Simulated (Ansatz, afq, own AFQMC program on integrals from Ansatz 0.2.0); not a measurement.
# CO, singlet: AFQMC among the cluster methods

```xyz
2

O     0.0000    0.0000    0.0000
C     0.0000    0.0000    1.5270
```

Basis 6-31G. Only valence electrons are correlated. Ansatz 0.2.0 and our own AFQMC program on the same integrals; the CISD trial comes from CCSD amplitudes, and released means the phaseless constraint is let go. Error bars are statistical, one sigma.

Determinant: UHF, the one that the program's search chose, which needn't be the lowest solution. The geometry is a point of a scan.

Full CI on the same integrals is exact in this basis and with this determinant's frozen core.

Cautions: strong correlation (T1 0.159, weight of the determinant 0.51, largest double 0.24); (Q) is large, 181 meV, so the cluster series hasn't closed; unrestricted determinant spin contaminated (⟨S²⟩ 0.81 against 0.00); CCSD(T) is in doubt: in a space of 8 electrons in 8 natural orbitals full CI lies 175 meV below it; the released energies move by 1.5 errors or more from one time to the next, so no released level is given (meV from the phaseless value at times in 1/Eh: -12 ± 7 at 0.24, 0 ± 9 at 0.51, -10 ± 12 at 0.99, -15 ± 11 at 1.62, 29 ± 16 at 2.40).

- T1 diagnostic: 0.1593
- weight of the determinant in the CISD state: 0.507
- ⟨S²⟩ of the determinant: 0.806
- size of the correlated space: 10 electrons in 16 orbitals

Reference: full CI, correlation energy -7.026 eV. The cautions show a poor starting determinant, so the rows tell how each method copes with it here, and full CI is the sure value.

```csv
level,E − E(reference) (mEh),share of correlation (%)
HF,258.19,0.00
MP2,88.99,65.53
CCSD,20.91,91.90
CCSD(T),8.41,96.74
CCSDT,1.18,99.54
CCSDT(Q),-5.46,102.11
CCSDTQ,-0.09,100.03
ph-AFQMC/CISD,0.33 ± 0.29,99.87
```

CCSDT and higher add their correlation energy to the determinant of the CCSD(T) run, since their own runs factorise the integrals more tightly (a shift of under 2 meV). A walk keeps the symmetry of its determinant, which the program's search chose and which needn't be the lowest solution, so a lower state of the same spin and another symmetry isn't excluded.
